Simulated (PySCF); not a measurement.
Stepwise substitution at one centre (C H-Cl). Isolated molecules, 0 K electronic values unless said otherwise. Strings in code marks are SMILES.

The HOMO–LUMO gap from two functionals at the same geometries (B3LYP-D3(BJ)/def2-TZVP), both in PySCF: PBE-D3(BJ)/def2-TZVP and ωB97X-D3(BJ)/def2-TZVP. 

```
species                                    ωB97X-D3(BJ)/def2-TZVP (eV)
-----------------------------------------  ---------------------------
0 of 4 H replaced by Cl                                          17.13
1 of 4 H replaced by Cl (`CCl`)                                  13.84
2 of 4 H replaced by Cl (`ClCCl`)                                13.39
3 of 4 H replaced by Cl (`ClC(Cl)Cl`)                            12.76
4 of 4 H replaced by Cl (`ClC(Cl)(Cl)Cl`)                        12.28
```

Question: What does PBE-D3(BJ)/def2-TZVP give for each?

Answer: 
- 0 of 4 H replaced by Cl: 10.36
- 1 of 4 H replaced by Cl (`CCl`): 6.60
- 2 of 4 H replaced by Cl (`ClCCl`): 6.02
- 3 of 4 H replaced by Cl (`ClC(Cl)Cl`): 5.41
- 4 of 4 H replaced by Cl (`ClC(Cl)(Cl)Cl`): 4.91
Over these rows, drawn at random from the members with no instability flagged (it was tested for open shells, ions and some series alone), PBE minus ωB97X-D3(BJ): mean -7.22 eV, from -7.37 eV to -6.77 eV.
